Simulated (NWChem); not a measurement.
A series in which one site is exchanged, each optimised at PBE0/def2-SVP with NWChem, gas phase unless a solvent is named. This build's default masses of Se (78.918 u) and Br (79.917 u) are each other's, which moves their modes by up to 0.6 %. Some are not confirmed as minima by frequencies. def2 effective core potentials on Te; no spin-orbit coupling.

A: C[Se]C (C₂H₆Se; site = Se)
B: COC (C$_{2}$H$_{6}$O; site = O)
C: C[Te]C (C2H6Te; site = Te)

| quantity | A | B | C |
|---|---|---|---|
| orbital gap (eV), PBE0/def2-SVP | (withheld) | 9.22 | 5.41 |
| vertical ionisation energy, ΔSCF, PBE/def2-SVP (eV) | (withheld) | 9.62 | 7.69 |
| lowest singlet excitation, CAM-B3LYP/def2-SVPD, TDA (eV) | (withheld) | 7.13 | 3.70 |

Task: Complete the blanks.

Result: 
- orbital gap (eV), PBE0/def2-SVP, A: 6.74
- vertical ionisation energy, ΔSCF, PBE/def2-SVP (eV), A: 8.17
- lowest singlet excitation, CAM-B3LYP/def2-SVPD, TDA (eV), A: 4.72
